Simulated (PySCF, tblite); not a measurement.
# A complex of beryllium hydride and formaldehyde

A gas-phase complex of beryllium hydride and formaldehyde; neutral, singlet. The structure comes from a short search (6 tight-binding starts) and was relaxed by PBE0-D3(BJ)/def2-TZVPD; another way of binding may lie lower. Frequencies by PBE0-D3(BJ)/def2-TZVPD show no clear imaginary mode.

```tsv
part	name	SMILES	atoms	charge	multiplicity
1	beryllium hydride	[BeH2]	1–3	0	1
2	formaldehyde	C=O	4–7	0	1
```

| atom | part | x (Å) | y (Å) | z (Å) |
| --- | --- | --- | --- | --- |
| Be1 | 1 | 0.217 | -0.174 | 0.223 |
| H2 | 1 | -0.845 | -0.580 | 0.980 |
| H3 | 1 | 0.790 | 0.968 | -0.258 |
| C4 | 2 | 2.021 | -2.165 | 0.107 |
| O5 | 2 | 1.094 | -1.467 | -0.238 |
| H6 | 2 | 2.338 | -2.998 | -0.531 |
| H7 | 2 | 2.555 | -1.985 | 1.048 |

Contacts between parts, classed by geometry: Be1···O5 1.629 Å (bond).

The parts are joined by the bond Be1–O5, so these are energies of forming such bonds; deforming the relaxed parts to their shape in the adduct costs 8.5 kcal/mol, which the interaction energies leave out.

Interaction energies are complex less parts, with the parts frozen as they stand in it; counterpoise-corrected, in kcal/mol (PySCF).

(1) How strongly do the parts interact, level by level?

(2) What holds them together? Decompose the wB97M-D3(BJ)/def2-TZVPD energy: frozen parts, their antisymmetrised product, then relaxation.

The parts were also relaxed and run alone, at the levels used for the complex: shieldings by PBE0/pcSseg-2; core levels by delta-SCF with SCAN, pcX-2 on the ionised atom and pcseg-1 elsewhere, spin-free X2C.

Values alone: shielding of Be1 (ppm): 77.9; shielding of O5 (ppm): -447.1; Be1 1s core level (eV): 121.80; O5 1s core level (eV): 539.28.

(3) What does binding change?

## Answers

(1) 
| level | interaction | superposition error removed |
| --- | --- | --- |
| wB97M-D3(BJ)/def2-TZVPD | -22.16 | -0.20 |
| PBE0-D3(BJ)/def2-TZVPD | -24.90 | -0.21 |

(2) electrostatic -44.5, Pauli repulsion +57.8, orbital relaxation -34.5, dispersion correction -1.2 kcal/mol, which sum to the value before the counterpoise correction; the Pauli term holds the exchange-correlation of the frozen density too. Of the attraction, 56 % is electrostatic, 43 % is orbital relaxation, 1 % is dispersion correction.

(3) 
```tsv
property	alone	in the complex	change
shielding of Be1 (ppm)	77.9	87.9	+10.0
shielding of O5 (ppm)	-447.1	-289.3	+157.8
Be1 1s core level (eV)	121.80	119.14	-2.66
O5 1s core level (eV)	539.28	540.82	+1.54
```
